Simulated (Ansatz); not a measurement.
## PbAu2: a prediction, then the measurements

Level of theory: DFT r2SCAN, scalar-relativistic, plane waves, PAW (Ansatz).

Settings: cutoff 500 eV, Γ-centred mesh 8×8×8 on the computed 6-atom cell, Gaussian smearing of 0.02 eV; no spin polarisation.

Relaxed structure, symmetry kept:

```
Pb Au
1.0
     0.00000    4.02243    4.02243
     4.02243    0.00000    4.02243
     4.02243    4.02243    0.00000
Pb Au
2 4
Direct
  0.50000 0.50000 0.50000
  0.75000 0.75000 0.75000
  0.12500 0.12500 0.12500
  0.62500 0.12500 0.12500
  0.12500 0.12500 0.62500
  0.12500 0.62500 0.12500
```

* Space group: Fd-3m (No. 227)
* Volume per atom: 21.69 Å³
* Formation energy from the elements' standard states (uncorrected): -0.057 eV/atom
* Generalised Kohn–Sham band gap: none (metal)
* Density of states at the Fermi level: 0.59 states/eV per cell
* Löwdin character within 0.5 eV of the Fermi level: Pb 6p 49 %, Au 6s 19 %, Au 5d 17 %, unprojected 9 %
* Bulk modulus: 97 GPa
* Its pressure derivative: 5.5
* Bader charges (e): Pb (2 in the cell) 0.58, Au (4 in the cell) -0.29

Spin-orbit coupling is left out, which matters for the bands of heavy elements. The smearing is narrow for a metal on this mesh.

**Experimental background.**

From “Temperature - Pressure phase diagram of the cubic Laves phase Au2Pb”, 2015, arxiv:1512.02200, for a bulk crystal of PbAu2 at 300 K: lattice constant a 7.9141 ± 0.0002 Å.

Measured lattice constant a of PbAu2: 7.9141 Å (300 K; the paper above). This calculation gives 8.045 Å (+1.7 %). The calculation is for 0 K without zero-point motion.

The bands only touch here, so at this level the crystal is a zero-gap semiconductor or semimetal, not an ordinary metal; spin–orbit coupling, left out, can open or move such a gap.

Cost: 6 runs of about 8 core-minutes in all, on Arm Neoverse V1 (shared hosts).